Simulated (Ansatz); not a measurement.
The input, for Ansatz 0.2.0:

```yaml
crystal:
  periodic: [false, false, false]
  atoms:
    - {symbol: Ga, position_ang: [0.000000, -0.033339, 0.259668]}
    - {symbol: Be, position_ang: [0.000000, -0.232171, -2.025597]}
    - {symbol: H, position_ang: [0.000000, 4.382079, 0.149006]}
basis:
  gaussian: {orbitals: def2-mTZVP}
correlation: {method: fic_nevpt4_sd, electrons: outside_noble_gas, active_space: {window: {electrons: 2, orbitals: 2}, states: [{multiplicity: 1, weights: [1, 1, 0.5]}, {multiplicity: 3, weights: [1]}], root: 2}}
```

```sh
$ ansatz run in.yaml --threads 1 --pin off --events-out ev --progress --plain --max-ram 2393MiB
```

The program prints:

```
811 factors; integrals over basis functions are off by at most 1.9e-7 eV
mean field evaluation 1: about -52739.0952 eV, gradient 1.2e1 eV
mean field evaluation 2: about -52739.1074 eV, gradient 1.2e1 eV
mean field evaluation 4: about -52740.8687 eV, gradient 3.7e0 eV
mean field evaluation 8: about -52741.0412 eV, gradient 4.3e-1 eV
mean field evaluation 16: about -52741.0501 eV, gradient 4.2e-5 eV
mean field evaluation 32: about -52741.0411 eV, gradient 3.5e-1 eV
mean field -52741.05007987 eV, -1938.1978412673 hartree, gradient 2.7e-6 eV, S^2 0.000000; 4 other end points of the search recorded, 0 dependent functions left out; unrestricted orbitals would lower it
reference -52741.05007987 eV, -1938.1978412673 hartree; 18, 18 occupied and 32, 32 virtual orbitals, 811 factors
state -52743.06297838 eV, -1938.2718139233 hartree
state -52739.30456635 eV, -1938.1336948288 hartree
state -52732.36646319 eV, -1937.8787242406 hartree
state -52743.06297838 eV, -1938.2718139233 hartree; corrected -52746.12505076 eV, -1938.3843430077 hartree
state -52739.30456635 eV, -1938.1336948288 hartree; corrected -52743.06816316 eV, -1938.2720044603 hartree
state -52732.36646319 eV, -1937.8787242406 hartree; corrected -47816.38582469 eV, -1757.2197679470 hartree
state -52743.00646776 eV, -1938.2697371964 hartree
state -52743.00646776 eV, -1938.2697371964 hartree; corrected -52746.07535640 eV, -1938.3825167738 hartree
WARN: the results are in doubt because a perturber of the state at -52732.36646319 eV, -1937.8787242406 hartree has the amplitude 823.20; its orbitals belong in the active space
Total energy: -47816.38582469 eV, -1757.2197679470 hartree
In doubt: a perturber of the state at -52732.36646319 eV, -1937.8787242406 hartree has the amplitude 823.20; its orbitals belong in the active space
```

Natural occupations, averaged over the states: 1.1428 0.8572.

Ran on 1 thread of Arm Neoverse V2, shared host: 2.7 s wall, 0.16 GiB peak host memory.
